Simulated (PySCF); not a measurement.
Gas-phase reaction: 3 BCl2NH2 = B + 2 BCl3 + 2 NH3 + N

Method: PySCF energies (xtb for GFN2) plus ideal-gas RRHO corrections (1 bar). † marks an energy on the PBE0/def2-TZVP geometry and frequencies; other levels use their own. MP2 freezes the core. 6-31G* has spherical d functions here. Open shells (unrestricted): B (multiplicity 2), N (multiplicity 4); the rest are closed-shell singlets. GFN2 has no spin-polarisation term. Spin-orbit splitting is ignored; it lowers the true energy and changes the entropy of B. B3LYP is the form with VWN-RPA correlation. BCl2NH2: computed as isolated molecules; such fragments, hydroxides, amides, oligomers or adducts are transient or little studied in the gas. MP2 isn't extrapolated to the basis-set limit.

```
level              ΔH°(298 K), kJ
-----------------  --------------
B3LYP/def2-TZVP†                …
GFN2-xTB                        …
HF/6-31G*                       …
HF/def2-TZVP†                1047
M06-2X/def2-TZVP†               …
MP2/def2-SVP†                1387
PBE/def2-TZVP†               1437
PBE0/def2-SVP†               1462
r2SCAN/def2-TZVP†            1402
```

**Question.** Some entries are withheld; supply them.

**Answer.** 
- B3LYP/def2-TZVP†, ΔH°(298 K), kJ: 1383
- GFN2-xTB, ΔH°(298 K), kJ: 1960
- HF/6-31G*, ΔH°(298 K), kJ: 1061
- M06-2X/def2-TZVP†, ΔH°(298 K), kJ: 1415
